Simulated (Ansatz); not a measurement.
**MgO: changes ranked by their effect on the gap on the k mesh**

```xyz
2
Lattice="0.0000 2.1269 2.1269 2.1269 0.0000 2.1269 2.1269 2.1269 0.0000" Properties=species:S:1:pos:R:3 pbc="T T T"
Mg    0.0000    0.0000    0.0000
O     2.1269    2.1269    2.1269
```

Atom numbers follow the list: Mg1, O2.

The conventional cell has a = 4.254 Å, b = 4.254 Å, c = 4.254 Å, α = 90.00°, β = 90.00°, γ = 90.00°. Mg (atom 1) has 6 O at 2.13 Å as nearest neighbours. O (atom 2) is surrounded by 6 Mg at 2.13 Å.

The structure comes from a relaxation in the same program, started in the rocksalt type, and has space group Fm-3m. Whether it is a known phase or the ground state wasn't checked.

Method: DFT, PBE, all-electron LAPW, scalar-relativistic (Ansatz 0.2.0).

Settings: a Γ-centred 16×16×16 k mesh, Fermi–Dirac smearing of 0.05 eV, basis error target 1 meV/atom, no spin polarisation.

Semilocal functionals give too small gaps.

In this reference run the gap on the k mesh is 4.46 eV. Each change below is made alone, on the same k mesh, with fractional coordinates held unless an atom is moved; x, y and z are the Cartesian axes.

**Question.** Order the changes by the shift of the gap on the k mesh, most negative first.
A. functional lda
B. volume scaled by 1.06
C. volume scaled by 1.03
D. volume scaled by 0.97
E. volume scaled by 0.9405
F. no relativity

**Answer.** B (-0.52 eV), C (-0.27 eV), A (-0.08 eV), F (+0.05 eV), D (+0.29 eV), E (+0.60 eV).
